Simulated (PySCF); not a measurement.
Molfile (atoms numbered from 1):
```
C4H4S2
     RDKit          3D

 10 10  0  0  0  0  0  0  0  0999 V2000
    2.3181   -0.2113   -0.5909 S   0  0  0  0  0  0  0  0  0  0  0  0
    0.6155    0.1289   -0.2821 C   0  0  0  0  0  0  0  0  0  0  0  0
   -0.2279   -0.6783    0.5241 C   0  0  0  0  0  0  0  0  0  0  0  0
   -1.4888   -0.1869    0.5931 C   0  0  0  0  0  0  0  0  0  0  0  0
   -1.6768    1.2600   -0.3152 S   0  0  0  0  0  0  0  0  0  0  0  0
   -0.0290    1.2085   -0.8019 C   0  0  0  0  0  0  0  0  0  0  0  0
    2.3522   -1.3235    0.1402 H   0  0  0  0  0  0  0  0  0  0  0  0
    0.0999   -1.5738    1.0214 H   0  0  0  0  0  0  0  0  0  0  0  0
   -2.3259   -0.5900    1.1269 H   0  0  0  0  0  0  0  0  0  0  0  0
    0.3715    1.9710   -1.4381 H   0  0  0  0  0  0  0  0  0  0  0  0
  1  2  1  0
  2  3  1  0
  3  4  2  0
  4  5  1  0
  5  6  1  0
  6  2  2  0
  1  7  1  0
  3  8  1  0
  4  9  1  0
  6 10  1  0
M  END
```

Geometry: GFN2-xTB; GIAO shifts from PySCF 2.14.0 with density-fitted response routines, gas phase, non-relativistic, averaged over equivalent atoms.

At PBE0/cc-pVDZ (112 basis functions, 6.4 s wall time on 1 thread of an Arm Neoverse V2, shared host):
```csv
atoms,δ (ppm)
C2,129.9
C4,129.4
C3,125.9
C6,118.0
H9,7.06
H8,6.60
H10,6.48
H7,3.30
```

Chemical shifts δ = σref − σ; TMS for 13C (σ = 199.12 ppm), 1H (σ = 31.75 ppm), all at this level.

Estimate the result of repeating the calculation with PBE0/pcSseg-1.

## Answers


```csv
atoms,δ at PBE0/pcSseg-1,change
C2,134.1,+4.2
C4,134.9,+5.5
C3,132.6,+6.7
C6,122.9,+4.9
H9,7.11,+0.05
H8,6.77,+0.17
H10,6.61,+0.13
H7,3.85,+0.55
```

Referencing at the same level of theory: 13C (σref 186.93), 1H (σref 31.72) vs TMS.

The largest change is at C3 (aromatic CH). Cost: 136 basis functions, 15 s wall time on 1 thread of an Arm Neoverse V2, shared host. The order of the carbon signals changes between the two levels.
